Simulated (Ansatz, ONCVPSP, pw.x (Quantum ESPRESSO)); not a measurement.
## germanium: does the ONCV potential hold in the solid?

```json
{
 "Element": "germanium (Ge)",
 "Generator": "ONCVPSP 4.0.1",
 "Type": "optimised norm-conserving Vanderbilt (ONCV)",
 "Functional": "PBE",
 "Relativity": "scalar-relativistic",
 "Frozen core": "[Ar] 3d10",
 "Valence charge": "4",
 "Reference configuration": "4s1.75 4p2.25",
 "Partial waves": "4s: rc 1.55 bohr, ncon 3, nbas 6, qcut 4.7 1/bohr, local; 4p: rc 2.45 bohr, ncon 3, nbas 6, qcut 3.5 1/bohr, 2 projectors, debl 3.3 Ha; d scattering state at 0.03 Ha: rc 2.30 bohr, ncon 3, nbas 6, qcut 3.9 1/bohr, 2 projectors, debl 2.7 Ha",
 "Local potential": "the s channel",
 "Core correction": "none"
}
```

Atomic tests: cutoffs needed: 8.8 Ha and 12 Ha (the cutoffs (Ha) at which the residual kinetic energy of the hardest occupied pseudo-wave falls to 1 and 0.1 mHa per electron) The cutoffs count occupied waves only; projector 2 of the d channel, the hardest unoccupied one, needs 35 Ha at the loose tolerance.; ghost test: no bound ghost flagged; GHOST(+) flagged for d at 97.3 eV; largest excitation error: -22 meV (all-electron minus pseudo) for 4s2 4p0, out of 4 test configurations.

Crystal test: diamond Ge in pw.x 7.5, no spin, 8³ k-points, Fermi–Dirac smearing 0.01 Ry, cutoffs 35/140 Ry. The reference is all-electron LAPW (Ansatz 0.2.0) with the same functional, mesh and smearing; V0 and B0 come from Birch–Murnaghan fits to the pressures at five volumes. Errors are pseudo minus all-electron; Δ is the rms difference of the E(V) curves that follow from these fits, minima aligned, over ±6 % about the mean V0. Mesh and smearing are coarse, so the numbers serve the comparison and aren't converged zero-temperature values; the lattice is a test structure that the element need not adopt.

All-electron: a0 = 5.765 Å (V0 = 23.95 Å³/atom), B0 = 57.6 GPa.

Q: How far does the potential miss the all-electron equation of state?

A: mean pressure error (GPa): +0.86; a0 (Å): 5.794; a0 error (%): +0.49; B0 error (%): -2.6; Δ (meV/atom): 4.4.

| V (Å³/atom) | P all-electron (GPa) | P pseudo (GPa) |
| --- | --- | --- |
| 22.753 | 3.34 | 4.32 |
| 23.352 | 1.55 | 2.47 |
| 23.951 | 0.00 | 0.86 |
| 24.550 | -1.34 | -0.54 |
| 25.149 | -2.50 | -1.76 |

Q: At the middle volume, how do free energy and pressure move when the wave cutoff is lowered (ecutrho kept at four times it)?

A:

```tsv
cutoff (Ry)	shift of F (meV/atom)	shift of P (GPa)
16	+123.2	-4.06
21	+9.2	-0.43
28	+1.4	+0.02
```

The run at the middle volume (29 k-points, 7 iterations) took about 7.1 s on one core of a shared host (Intel(R) Xeon(R) Processor @ 2.60GHz, 24 threads, 32 GiB, load 16).
